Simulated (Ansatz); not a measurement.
A made-up structure of SiHF2 (charge -1), closed shell:

F1  (1.403, 0.592, -0.548)
Si2  (-0.004, -0.074, -0.032)
F3  (-1.429, 0.666, -0.366)
H4  (0.030, -1.185, 0.946)
(Å)

It is relaxed with PBE-D4/def2-SVPD and then PBE0-D4/def2-TZVPD (Ansatz 0.2.0). Atoms count as bonded within 1.22 times the sum of their covalent radii (H–H: 0.88 Å). The end point is not checked to be a true minimum.

Task: Does its bonding change? (A judgement: the text doesn't fix the answer.)

Result: The calculation gives: No: no bond forms or breaks.

Where it ends: The first stage lowers the energy by 3.61 eV in 8 steps. It ends as SiHF₂ ([F][SiH][F]), total charge -1:
```csv
atom,x (Å),y (Å),z (Å)
F1,1.2647,0.6424,-0.3406
Si2,-0.0414,-0.4082,-0.4784
F3,-1.2629,0.7081,-0.1779
H4,0.0397,-0.9423,0.9968
```

Labels in which every atom is bracketed show which atoms are joined, not bond orders.

For scale, one of the runs: PBE0-D4/def2-TZVPD relaxation, 132 basis functions, launched by `ansatz run in.yaml --threads 2 --pin off --events-out ev --progress --plain --max-ram 4352MiB`. The run took about 11 s on 2 CPU threads of an Arm Neoverse V2 (shared host).
